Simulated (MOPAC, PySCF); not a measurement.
Breaking a bond: SMILES CC (C2H6), singlet. The C1–H8 bond (C1 also carries C, H, H; H8 carries nothing else) is stretched with both fragments frozen at the PBE0/def2-TZVP optimised geometry. Each curve is given relative to its own lowest point near equilibrium.

```tsv
R / Å	A	B	C
0.82	84.3	82.1	80.4
0.87	54.2	48.3	47.7
0.93	28.4	22.0	22.3
0.99	11.9	7.3	7.8
1.02	6.6	3.2	3.7
1.07	1.3	0.2	0.3
1.09	0.3	0.0	0.0
1.14	0.0	1.8	1.2
1.17	1.2	4.0	3.1
1.21	4.2	8.1	6.7
1.27	11.0	16.2	13.8
1.36	25.1	30.9	27.1
1.46	44.2	49.3	43.8
1.63	80.7	82.0	73.3
1.78	113.2	105.6	98.2
1.97	150.9	122.6	126.8
2.19	188.1	132.7	155.2
2.42	219.6	137.7	179.6
2.65	244.3	140.2	199.3
2.98	269.6	141.7	221.0
3.25	283.8	142.2	234.2
```

Energies in mEh.

### Question
Which curve belongs to which method? The methods are AM1, restricted, heats of formation in MOPAC; PySCF with restricted PBE0/def2-TZVP; PySCF with unrestricted Hartree-Fock/6-31G*, spherical d.

### Answer
A is AM1; B is UHF/6-31G*; C is RKS-PBE0.

The unrestricted determinant behind UHF/6-31G* is spin-contaminated at 1.78 to 3.25 Å (<S²> up to 1.0, against 0.00 for a pure singlet). At the longest distance RKS-PBE0 leaves fractional charges on the fragments, a sign of delocalisation error or of the restricted form. The restricted form behind RKS-PBE0, AM1 keeps the bonding electrons paired and can't separate into open-shell fragments.
